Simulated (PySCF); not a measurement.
**Carbon: a sound run and one with changed settings**

Sound run: C [He] 2s2 2p2, C+ [He] 2s2 2p1. All numbers are calculated (PySCF 2.14, scalar relativity by spin-free X2C-1e, in aug-cc-pVDZ-DK). In the sound run the correlated levels freeze 1s2. The sound run starts from symmetry-adapted Hartree-Fock orbitals and uses a fine grid where one is needed.

Changed run: a valence shell is frozen. This setting is unsound on purpose.

| species | method | sound run (hartree) | changed run (hartree) | converged |
| --- | --- | --- | --- | --- |
| C | MP2 | -37.75640 | -37.70854 | yes |
| C | CCSD(T) | -37.77979 | -37.71082 | yes |

Ionisation energy of C:

```tsv
method	sound run (eV)	changed run (eV)
UHF	10.812	10.812
MP2	11.140	10.971
SCS-MP2	11.032	10.865
CCSD	11.046	11.033
CCSD(T)	11.062	11.033
CCSDT	n/a	11.033
FCI	n/a	11.033
```

Freezing a valence shell removes pair correlation that changes on ionisation.

For comparison, NIST gives 11.260 eV between the lowest levels.
